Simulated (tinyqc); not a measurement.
Worked calculation (part 2 of 2): UKS/BLYP in the sto-6g basis, for CH2, spin multiplicity 3. Computed by tinyqc, a small Python program that keeps every step (integrals from PySCF). Command: `OMP_NUM_THREADS=1 python tinyqc.py 23136 23137 out.jsonl` (the two numbers bound the seeds that draw the settings). One thread of a shared host (Intel(R) Xeon(R) Processor @ 2.60GHz), about 5 s of CPU time with the checks.

Geometry (angstrom):
```
atom         x          y         z
C     0.000000   0.000000  0.000000
H     0.000000   1.070000  0.488000
H     0.000000  -1.070000  0.488000
```

## Iteration 2: exchange-correlation on the grid

D(alpha) after iteration 1, lower triangle:
```
            1C 1s      1C 2s    1C 2px     1C 2py    1C 2pz      2H 1s     3H 1s
1C 1s    1.041751
1C 2s   -0.158382   0.657606
1C 2px   0.000000   0.000000  1.000000
1C 2py   0.000000   0.000000  0.000000   0.257990
1C 2pz   0.073610  -0.357063  0.000000   0.000000  0.744522
2H 1s   -0.052056   0.110509  0.000000   0.231176  0.197445   0.346471
3H 1s   -0.052056   0.110509  0.000000  -0.231176  0.197445  -0.067826  0.346471
```

D(beta) after iteration 1, lower triangle:
```
            1C 1s     1C 2s    1C 2px     1C 2py    1C 2pz      2H 1s     3H 1s
1C 1s    1.023950
1C 2s   -0.079408  0.310891
1C 2px   0.000000  0.000000  0.000000
1C 2py   0.000000  0.000000  0.000000   0.226894
1C 2pz  -0.025234  0.082629  0.000000   0.000000  0.021978
2H 1s   -0.075487  0.204500  0.000000   0.227313  0.054448   0.362790
3H 1s   -0.075487  0.204500  0.000000  -0.227313  0.054448  -0.092677  0.362790
```

Becke grid with 20 radial and 14 angular points per atom, points of zero weight dropped. rho = sum D_ij phi_i phi_j; V_xc,ij = sum w v_xc phi_i phi_j plus the gradient terms; v_xc is d(rho eps)/d rho(s) for spin s at fixed gradient.

The 12 grid points with the largest w rho, of 832 (bohr, atomic units):
```
x                  y          z         w  rho(alpha)  rho(beta)     eps_xc  v_xc(alpha)
0.737458   -0.737458  -0.737458  0.572208    0.109953   0.019713  -0.466981    -0.579958
-0.737458   0.737458  -0.737458  0.572208    0.109953   0.019713  -0.466981    -0.579958
0.737458    0.737458  -0.737458  0.572208    0.109953   0.019713  -0.466981    -0.579958
-0.737458  -0.737458  -0.737458  0.572208    0.109953   0.019713  -0.466981    -0.579958
-0.737458   0.737458   0.737458  0.509201    0.091623   0.049728  -0.443266    -0.574312
0.737458   -0.737458   0.737458  0.509201    0.091623   0.049728  -0.443266    -0.574312
0.737458    0.737458   0.737458  0.509201    0.091623   0.049728  -0.443266    -0.574312
-0.737458  -0.737458   0.737458  0.509201    0.091623   0.049728  -0.443266    -0.574312
1.277315    0.000000   0.000000  0.510397    0.120463   0.015151  -0.477309    -0.594944
-1.277315   0.000000   0.000000  0.510397    0.120463   0.015151  -0.477309    -0.594944
-0.976610   0.976610  -0.976610  1.211315    0.047147   0.009361  -0.373925    -0.427711
0.976610    0.976610  -0.976610  1.211315    0.047147   0.009361  -0.373925    -0.427711
```

electrons on the grid, sum of w rho = 7.993370

E_xc = sum of w rho eps_xc = -6.12342639 hartree

V_xc(alpha) (hartree), lower triangle:
```
            1C 1s      1C 2s     1C 2px     1C 2py     1C 2pz      2H 1s      3H 1s
1C 1s   -2.320778
1C 2s   -0.296503  -0.587462
1C 2px   0.000000   0.000000  -0.590285
1C 2py   0.000000   0.000000   0.000000  -0.583546
1C 2pz   0.002473   0.009955   0.000000   0.000000  -0.588319
2H 1s   -0.070595  -0.228001   0.000000  -0.199371  -0.092463  -0.478082
3H 1s   -0.070595  -0.228001   0.000000   0.199371  -0.092463  -0.045003  -0.478082
```

V_xc(beta) (hartree), lower triangle:
```
            1C 1s      1C 2s     1C 2px     1C 2py     1C 2pz      2H 1s      3H 1s
1C 1s   -2.295684
1C 2s   -0.279102  -0.472867
1C 2px   0.000000   0.000000  -0.435374
1C 2py   0.000000   0.000000   0.000000  -0.531708
1C 2pz  -0.002643  -0.042187   0.000000   0.000000  -0.451476
2H 1s   -0.067494  -0.205461   0.000000  -0.193069  -0.094592  -0.473538
3H 1s   -0.067494  -0.205461   0.000000   0.193069  -0.094592  -0.040731  -0.473538
```

## Iteration 2: building the Kohn-Sham matrix

core Hamiltonian H = T + V (hartree), lower triangle:
```
             1C 1s      1C 2s     1C 2px     1C 2py     1C 2pz      2H 1s      3H 1s
1C 1s   -18.839260
1C 2s    -4.330103  -5.550519
1C 2px    0.000000   0.000000  -4.490350
1C 2py    0.000000   0.000000   0.000000  -4.671924
1C 2pz   -0.012744  -0.128171   0.000000   0.000000  -4.528118
2H 1s    -0.952067  -2.153855   0.000000  -1.665682  -0.784529  -3.377099
3H 1s    -0.952067  -2.153855   0.000000   1.665682  -0.784529  -0.460669  -3.377099
```

nuclear repulsion = 5.64691378 hartree

Given earlier and not repeated: Two-electron integrals (ij|kl) in chemists' order.

J_ij = sum D_kl (ij|kl) with D = D(alpha) + D(beta); F = H + J + V_xc; E = tr D H + tr D J / 2 + E_xc + E_nn.

Coulomb J (hartree), lower triangle:
```
            1C 1s     1C 2s    1C 2px     1C 2py    1C 2pz     2H 1s     3H 1s
1C 1s   11.250507
1C 2s    2.038551  4.991842
1C 2px   0.000000  0.000000  4.949330
1C 2py   0.000000  0.000000  0.000000   5.061744
1C 2pz   0.007660  0.092971  0.000000   0.000000  4.964454
2H 1s    0.457540  1.926400  0.000000   1.636987  0.765711  3.582426
3H 1s    0.457540  1.926400  0.000000  -1.636987  0.765711  0.392126  3.582426
```

F(alpha) (hartree), lower triangle:
```
            1C 1s      1C 2s     1C 2px     1C 2py     1C 2pz      2H 1s      3H 1s
1C 1s   -9.909531
1C 2s   -2.588055  -1.146139
1C 2px   0.000000   0.000000  -0.131305
1C 2py   0.000000   0.000000   0.000000  -0.193726
1C 2pz  -0.002610  -0.025245   0.000000   0.000000  -0.151984
2H 1s   -0.565122  -0.455456   0.000000  -0.228066  -0.111281  -0.272756
3H 1s   -0.565122  -0.455456   0.000000   0.228066  -0.111281  -0.113547  -0.272756
```

F(beta) (hartree), lower triangle:
```
            1C 1s      1C 2s    1C 2px     1C 2py     1C 2pz      2H 1s      3H 1s
1C 1s   -9.884436
1C 2s   -2.570654  -1.031544
1C 2px   0.000000   0.000000  0.023606
1C 2py   0.000000   0.000000  0.000000  -0.141888
1C 2pz  -0.007727  -0.077387  0.000000   0.000000  -0.015141
2H 1s   -0.562021  -0.432916  0.000000  -0.221764  -0.113410  -0.268212
3H 1s   -0.562021  -0.432916  0.000000   0.221764  -0.113410  -0.109275  -0.268212
```

total energy of this density = -38.98891589 hartree

## Iteration 2: DIIS over 2 matrices

error matrix X^T (FDS - SDF) X (alpha):
```
           1         2         3         4          5          6          7
1   0.000000  0.000000  0.037093  0.000000  -0.008546   0.000000  -0.064206
2   0.000000  0.000000  0.000000  0.000000   0.000000  -0.044172   0.000000
3  -0.037093  0.000000  0.000000  0.000000  -0.004721   0.000000  -0.012693
4   0.000000  0.000000  0.000000  0.000000   0.000000   0.000000   0.000000
5   0.008546  0.000000  0.004721  0.000000   0.000000   0.000000  -0.005248
6   0.000000  0.044172  0.000000  0.000000   0.000000   0.000000   0.000000
7   0.064206  0.000000  0.012693  0.000000   0.005248   0.000000   0.000000
```

B (overlaps of the stored error matrices):
```
                1               2
1   3.1452220e-01  -3.1886737e-02
2  -3.1886737e-02   2.7231114e-02
```

Minimise |sum c_i e_i|^2 with sum c_i = 1: solve [B -1; -1 0][c; lambda] = [0; -1] with B_ij = tr e_i^T e_j summed over both spins, and take F = sum c_i F_i.

DIIS coefficients: 0.145780  0.854220

extrapolated F(alpha) (hartree), lower triangle:
```
            1C 1s      1C 2s     1C 2px     1C 2py     1C 2pz      2H 1s      3H 1s
1C 1s   -9.867831
1C 2s   -2.578873  -1.126219
1C 2px   0.000000   0.000000  -0.110127
1C 2py   0.000000   0.000000   0.000000  -0.175111
1C 2pz  -0.002171  -0.025795   0.000000   0.000000  -0.132015
2H 1s   -0.563118  -0.450495   0.000000  -0.225338  -0.110140  -0.273368
3H 1s   -0.563118  -0.450495   0.000000   0.225338  -0.110140  -0.112626  -0.273368
```

extrapolated F(beta) (hartree), lower triangle:
```
            1C 1s      1C 2s    1C 2px     1C 2py     1C 2pz      2H 1s      3H 1s
1C 1s   -9.842818
1C 2s   -2.561371  -1.012371
1C 2px   0.000000   0.000000  0.043370
1C 2py   0.000000   0.000000  0.000000  -0.124138
1C 2pz  -0.007197  -0.077488  0.000000   0.000000   0.004873
2H 1s   -0.560001  -0.428057  0.000000  -0.219053  -0.112172  -0.268568
3H 1s   -0.560001  -0.428057  0.000000   0.219053  -0.112172  -0.108367  -0.268568
```

## Iteration 2: diagonalisation and new density

X:
```
                1          2          3         4          5          6         7
1C 1s   -0.311239   0.000000   0.777509  0.000000  -0.577393   0.000000  0.197051
1C 2s    1.173993   0.000000  -0.262169  0.000000  -0.230021   0.000000  0.475028
1C 2px   0.000000   0.000000   0.000000  1.000000   0.000000   0.000000  0.000000
1C 2py   0.000000   1.085422   0.000000  0.000000   0.000000   0.598143  0.000000
1C 2pz   0.432547   0.000000   0.616639  0.000000   0.712786   0.000000  0.169208
2H 1s   -0.778454  -0.835579  -0.181803  0.000000   0.140007   0.388496  0.365814
3H 1s   -0.778454   0.835579  -0.181803  0.000000   0.140007  -0.388496  0.365814
```

overlap S, lower triangle:
```
           1C 1s     1C 2s    1C 2px     1C 2py    1C 2pz     2H 1s     3H 1s
1C 1s   1.000000
1C 2s   0.243228  1.000000
1C 2px  0.000000  0.000000  1.000000
1C 2py  0.000000  0.000000  0.000000   1.000000
1C 2pz  0.000000  0.000000  0.000000   0.000000  1.000000
2H 1s   0.053051  0.443079  0.000000   0.397222  0.181163  1.000000
3H 1s   0.053051  0.443079  0.000000  -0.397222  0.181163  0.095585  1.000000
```

A level shift of 0.2 hartree raises the virtual space: F + shift (S - S D(s) S), with D(s) the density of one spin. Diagonalise F' = X^T F X, C = X C', fill 5 alpha and 3 beta electrons from the bottom; D(s) = C_occ C_occ^T. Each column has its largest component positive (the first on a tie).

F' = X^T F X (alpha) (hartree), lower triangle:
```
           1         2          3          4          5          6          7
1   0.295751
2   0.000000  0.585402
3   0.803017  0.000000  -4.768632
4   0.000000  0.000000   0.000000  -0.110127
5  -0.524153  0.000000   4.169872   0.000000  -3.909162
6   0.000000  0.042080   0.000000   0.000000   0.000000  -0.319303
7   0.191089  0.000000  -2.321661   0.000000   2.165897   0.000000  -1.733495
```

orbital energies (alpha) (hartree): MO1 -9.871971, MO2 -0.529216, MO3 -0.321256, MO4 -0.163343, MO5 -0.110127, MO6 0.448992, MO7 0.587355

coefficients C (alpha):
```
              MO1        MO2        MO3        MO4       MO5        MO6        MO7
1C 1s    0.994146  -0.226530   0.000000   0.087365  0.000000  -0.162254   0.000000
1C 2s    0.025982   0.756539   0.000000  -0.435755  0.000000   0.981145   0.000000
1C 2px   0.000000   0.000000   0.000000   0.000000  1.000000   0.000000   0.000000
1C 2py   0.000000   0.000000   0.547177   0.000000  0.000000   0.000000   1.111986
1C 2pz   0.002510   0.055181   0.000000   0.856895  0.000000   0.605569   0.000000
2H 1s   -0.006427   0.244422   0.426818   0.231556  0.000000  -0.824053  -0.816669
3H 1s   -0.006427   0.244422  -0.426818   0.231556  0.000000  -0.824053   0.816669
```

F' = X^T F X (beta) (hartree), lower triangle:
```
           1         2          3         4          5          6          7
1   0.360756
2   0.000000  0.622357
3   0.757678  0.000000  -4.607667
4   0.000000  0.000000   0.000000  0.243370
5  -0.564851  0.000000   4.336810  0.000000  -3.690238
6   0.000000  0.079295   0.000000  0.000000   0.000000  -0.294008
7   0.244560  0.000000  -2.326606  0.000000   2.152013   0.000000  -1.689962
```

orbital energies (beta) (hartree): MO1 -9.846419, MO2 -0.463492, MO3 -0.300819, MO4 0.191546, MO5 0.243370, MO6 0.491254, MO7 0.629168

coefficients C (beta):
```
              MO1        MO2        MO3        MO4       MO5        MO6        MO7
1C 1s    0.994584  -0.202052   0.000000   0.128715  0.000000  -0.164354   0.000000
1C 2s    0.024119   0.634909   0.000000  -0.603528  0.000000   0.978578   0.000000
1C 2px   0.000000   0.000000   0.000000   0.000000  1.000000   0.000000   0.000000
1C 2py   0.000000   0.000000   0.503060   0.000000  0.000000   0.000000   1.132628
1C 2pz   0.002940   0.147827   0.000000   0.799582  0.000000   0.665464   0.000000
2H 1s   -0.005997   0.316750   0.458578   0.244233  0.000000  -0.795267  -0.799266
3H 1s   -0.005997   0.316750  -0.458578   0.244233  0.000000  -0.795267   0.799266
```

D(alpha) after iteration 2, lower triangle:
```
            1C 1s      1C 2s    1C 2px     1C 2py    1C 2pz      2H 1s     3H 1s
1C 1s    1.047275
1C 2s   -0.183619   0.762908
1C 2px   0.000000   0.000000  1.000000
1C 2py   0.000000   0.000000  0.000000   0.299403
1C 2pz   0.064858  -0.331585  0.000000   0.000000  0.737320
2H 1s   -0.041528   0.083846  0.000000   0.233545  0.211891   0.295575
3H 1s   -0.041528   0.083846  0.000000  -0.233545  0.211891  -0.068771  0.295575
```

D(beta) after iteration 2, lower triangle:
```
            1C 1s     1C 2s    1C 2px     1C 2py    1C 2pz      2H 1s     3H 1s
1C 1s    1.030022
1C 2s   -0.104297  0.403692
1C 2px   0.000000  0.000000  0.000000
1C 2py   0.000000  0.000000  0.000000   0.253069
1C 2pz  -0.026945  0.093928  0.000000   0.000000  0.021862
2H 1s   -0.069965  0.200963  0.000000   0.230692  0.046807   0.310661
3H 1s   -0.069965  0.200963  0.000000  -0.230692  0.046807  -0.109928  0.310661
```

## Iteration 9 (converged): orbitals

converged F(alpha) (hartree), lower triangle:
```
            1C 1s      1C 2s     1C 2px     1C 2py     1C 2pz      2H 1s      3H 1s
1C 1s   -9.822959
1C 2s   -2.570514  -1.110430
1C 2px   0.000000   0.000000  -0.091875
1C 2py   0.000000   0.000000   0.000000  -0.162939
1C 2pz  -0.002632  -0.030274   0.000000   0.000000  -0.115066
2H 1s   -0.561301  -0.447691   0.000000  -0.224669  -0.110845  -0.278278
3H 1s   -0.561301  -0.447691   0.000000   0.224669  -0.110845  -0.112174  -0.278278
```

converged F(beta) (hartree), lower triangle:
```
            1C 1s      1C 2s    1C 2px     1C 2py     1C 2pz      2H 1s      3H 1s
1C 1s   -9.798076
1C 2s   -2.553462  -0.999471
1C 2px   0.000000   0.000000  0.057980
1C 2py   0.000000   0.000000  0.000000  -0.111363
1C 2pz  -0.007449  -0.077782  0.000000   0.000000   0.016179
2H 1s   -0.558242  -0.425351  0.000000  -0.218070  -0.111968  -0.272820
3H 1s   -0.558242  -0.425351  0.000000   0.218070  -0.111968  -0.107874  -0.272820
```

Diagonalise F' = X^T F X, C = X C', fill 5 alpha and 3 beta electrons from the bottom; D(s) = C_occ C_occ^T. Each column has its largest component positive (the first on a tie).

F' = X^T F X (alpha) (hartree), lower triangle:
```
           1         2          3          4          5          6          7
1   0.113588
2   0.000000  0.391149
3   0.750841  0.000000  -4.747134
4   0.000000  0.000000   0.000000  -0.091875
5  -0.532005  0.000000   4.157148   0.000000  -3.883105
6   0.000000  0.037155   0.000000   0.000000   0.000000  -0.317266
7   0.210909  0.000000  -2.310601   0.000000   2.156318   0.000000  -1.726524
```

orbital energies (alpha) (hartree): MO1 -9.827233, MO2 -0.520991, MO3 -0.319210, MO4 -0.146970, MO5 -0.091875, MO6 0.252018, MO7 0.393093

coefficients C (alpha):
```
              MO1        MO2        MO3        MO4       MO5        MO6        MO7
1C 1s    0.994042  -0.226034   0.000000   0.094694  0.000000  -0.159445   0.000000
1C 2s    0.026428   0.753652   0.000000  -0.468289  0.000000   0.968281   0.000000
1C 2px   0.000000   0.000000   0.000000   0.000000  1.000000   0.000000   0.000000
1C 2py   0.000000   0.000000   0.540632   0.000000  0.000000   0.000000   1.115183
1C 2pz   0.002600   0.074544   0.000000   0.844076  0.000000   0.621295   0.000000
2H 1s   -0.006541   0.244160   0.431610   0.242564  0.000000  -0.820957  -0.814146
3H 1s   -0.006541   0.244160  -0.431610   0.242564  0.000000  -0.820957   0.814146
```

F' = X^T F X (beta) (hartree), lower triangle:
```
           1         2          3         4          5          6          7
1   0.168711
2   0.000000  0.429590
3   0.733172  0.000000  -4.667092
4   0.000000  0.000000   0.000000  0.057980
5  -0.543317  0.000000   4.225685  0.000000  -3.782117
6   0.000000  0.068857   0.000000  0.000000   0.000000  -0.292330
7   0.258350  0.000000  -2.322882  0.000000   2.135749   0.000000  -1.682784
```

orbital energies (beta) (hartree): MO1 -9.801820, MO2 -0.458232, MO3 -0.298839, MO4 0.001946, MO5 0.057980, MO6 0.294824, MO7 0.436099

coefficients C (beta):
```
              MO1        MO2        MO3        MO4       MO5        MO6        MO7
1C 1s    0.994469  -0.203862   0.000000   0.128614  0.000000  -0.162887   0.000000
1C 2s    0.024615   0.642295   0.000000  -0.608003  0.000000   0.970946   0.000000
1C 2px   0.000000   0.000000   0.000000   0.000000  1.000000   0.000000   0.000000
1C 2py   0.000000   0.000000   0.493341   0.000000  0.000000   0.000000   1.136895
1C 2pz   0.003025   0.140342   0.000000   0.793450  0.000000   0.674364   0.000000
2H 1s   -0.006124   0.313248   0.465407   0.256533  0.000000  -0.792776  -0.795310
3H 1s   -0.006124   0.313248  -0.465407   0.256533  0.000000  -0.792776   0.795310
```

D(alpha) after iteration 9, lower triangle:
```
            1C 1s      1C 2s    1C 2px     1C 2py    1C 2pz      2H 1s     3H 1s
1C 1s    1.048179
1C 2s   -0.188425   0.787984
1C 2px   0.000000   0.000000  1.000000
1C 2py   0.000000   0.000000  0.000000   0.292283
1C 2pz   0.065665  -0.339022  0.000000   0.000000  0.718027
2H 1s   -0.038721   0.070249  0.000000   0.233342  0.222926   0.304781
3H 1s   -0.038721   0.070249  0.000000  -0.233342  0.222926  -0.067793  0.304781
```

D(beta) after iteration 9, lower triangle:
```
            1C 1s     1C 2s    1C 2px     1C 2py    1C 2pz      2H 1s     3H 1s
1C 1s    1.030528
1C 2s   -0.106461  0.413149
1C 2px   0.000000  0.000000  0.000000
1C 2py   0.000000  0.000000  0.000000   0.243386
1C 2pz  -0.025602  0.090215  0.000000   0.000000  0.019705
2H 1s   -0.069950  0.201047  0.000000   0.229604  0.043943   0.314765
3H 1s   -0.069950  0.201047  0.000000  -0.229604  0.043943  -0.118442  0.314765
```

## Convergence

Stop when the energy changes by less than 1e-08 hartree and every element of the error matrix X^T (F D S - S D F) X (for each spin) is below 3e-05.

Course of the cycle:
```
iteration   E (hartree)     change  largest element of the error matrix
1          -38.87904637          -                             2.16e-01
2          -38.98891589  -1.10e-01                             6.42e-02
3          -39.00070134  -1.18e-02                             8.49e-03
4          -39.00100251  -3.01e-04                             1.85e-03
5          -39.00102418  -2.17e-05                             5.86e-04
6          -39.00102633  -2.14e-06                             1.99e-04
7          -39.00102657  -2.46e-07                             6.99e-05
8          -39.00102660  -2.46e-08                             2.09e-05
9          -39.00102660  -2.43e-09                             7.73e-06
```

PySCF UKS in the same basis, fine grid, after a stability check = -38.99754900 hartree

Converged in 9 iterations. The coarse grid moves the energy by -3.48e-03 hartree.

## Populations, bond orders and dipole

Mulliken: Z minus the diagonal of D S on the atom; Loewdin: the same with S^(1/2) D S^(1/2); Mayer order: 2 sum_s sum (D(s) S)_ij (D(s) S)_ji over the two atoms.

Charges (e):
```
atom   Mulliken    Loewdin  Mulliken spin
1C    -0.103150  -0.060188       2.055059
2H     0.051575   0.030094      -0.027530
3H     0.051575   0.030094      -0.027530
```

Mayer bond orders:
```
pair     order
2-1   0.974050
3-1   0.974050
3-2   0.022532
```

dipole moment about the origin, x y z (debye): 0.000000  0.000000  0.360266

<S^2> of the determinant (pure state: 2) = 2.004471
